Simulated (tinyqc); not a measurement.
ROHF in the sto-3g basis, for LiH, spin multiplicity 3, step by step. One step of it, computed by the program tinyqc.

Question. Iteration 1: diagonalisation and new density. Diagonalise F' = X^T F X, C = X C', fill 3 alpha and 1 beta electrons from the bottom; D(s) = C_occ C_occ^T. Each column has its largest component positive (the first on a tie).

effective F (hartree):
```
            1Li 1s     1Li 2s    1Li 2px    1Li 2py    1Li 2pz      2H 1s
1Li 1s   -2.622270  -0.780885  -0.076595   0.019550   0.004561  -0.003695
1Li 2s   -0.780885  -0.246048  -0.037598   0.013739  -0.046097  -0.060896
1Li 2px  -0.076595  -0.037598   0.050308   0.018350  -0.054890  -0.028394
1Li 2py   0.019550   0.013739   0.018350   0.102820  -0.018151   0.036379
1Li 2pz   0.004561  -0.046097  -0.054890  -0.018151   0.038109  -0.077241
2H 1s    -0.003695  -0.060896  -0.028394   0.036379  -0.077241  -0.234194
```

X:
```
                 1          2          3         4          5         6
1Li 1s   -0.583283   0.562104   0.000000  0.000000  -0.471862  0.428917
1Li 2s    0.736892  -0.382100   0.000000  0.000000  -0.325266  0.536964
1Li 2px   0.000000   0.000000   0.982363  0.186983   0.000000  0.000000
1Li 2py   0.000000   0.000000  -0.186983  0.982363   0.000000  0.000000
1Li 2pz   0.419878   0.670205   0.000000  0.000000   0.571935  0.305547
2H 1s    -0.610844  -0.537008   0.000000  0.000000   0.451319  0.448227
```

Give: F' = X^T F X; orbital energies; coefficients C; D(alpha) after iteration 1; D(beta) after iteration 1.

Answer.

F' = X^T F X (hartree):
```
         1        2        3        4        5        6
1  -0.3741   0.4084   0.0169  -0.0285  -0.5013   0.6064
2   0.4084  -0.5196  -0.0445  -0.0349   0.7568  -0.6170
3   0.0169  -0.0445   0.0454   0.0074   0.0055  -0.0860
4  -0.0285  -0.0349   0.0074   0.1077  -0.0067   0.0106
5  -0.5013   0.7568   0.0055  -0.0067  -0.8906   0.7944
6   0.6064  -0.6170  -0.0860   0.0106   0.7944  -1.0224
```

orbital energies (hartree): MO1 -2.6338, MO2 -0.2494, MO3 -0.0201, MO4 0.0322, MO5 0.0775, MO6 0.1402

coefficients C:
```
             MO1      MO2      MO3      MO4      MO5      MO6
1Li 1s    0.9830  -0.0507  -0.2489   0.1666   0.0563  -0.0334
1Li 2s    0.0616   0.1481   0.8065  -0.6202  -0.1227   0.0850
1Li 2px   0.0289   0.1219   0.3572   0.6533  -0.4930   0.4323
1Li 2py  -0.0074  -0.0985   0.0935   0.0505   0.7122   0.6869
1Li 2pz   0.0014   0.1235   0.5003   0.4542   0.4826  -0.5841
2H 1s    -0.0085   0.9249  -0.4173  -0.0564   0.0109   0.1822
```

D(alpha) after iteration 1:
```
          1Li 1s   1Li 2s  1Li 2px  1Li 2py  1Li 2pz    2H 1s
1Li 1s    1.0308  -0.1477  -0.0667  -0.0255  -0.1294   0.0486
1Li 2s   -0.1477   0.6762   0.3079   0.0603   0.4219  -0.2001
1Li 2px  -0.0667   0.3079   0.1433   0.0212   0.1938  -0.0366
1Li 2py  -0.0255   0.0603   0.0212   0.0185   0.0346  -0.1300
1Li 2pz  -0.1294   0.4219   0.1938   0.0346   0.2655  -0.0946
2H 1s     0.0486  -0.2001  -0.0366  -0.1300  -0.0946   1.0296
```

D(beta) after iteration 1:
```
          1Li 1s   1Li 2s  1Li 2px  1Li 2py  1Li 2pz    2H 1s
1Li 1s    0.9662   0.0605   0.0284  -0.0073   0.0014  -0.0084
1Li 2s    0.0605   0.0038   0.0018  -0.0005   0.0001  -0.0005
1Li 2px   0.0284   0.0018   0.0008  -0.0002   0.0000  -0.0002
1Li 2py  -0.0073  -0.0005  -0.0002   0.0001   0.0000   0.0001
1Li 2pz   0.0014   0.0001   0.0000   0.0000   0.0000   0.0000
2H 1s    -0.0084  -0.0005  -0.0002   0.0001   0.0000   0.0001
```
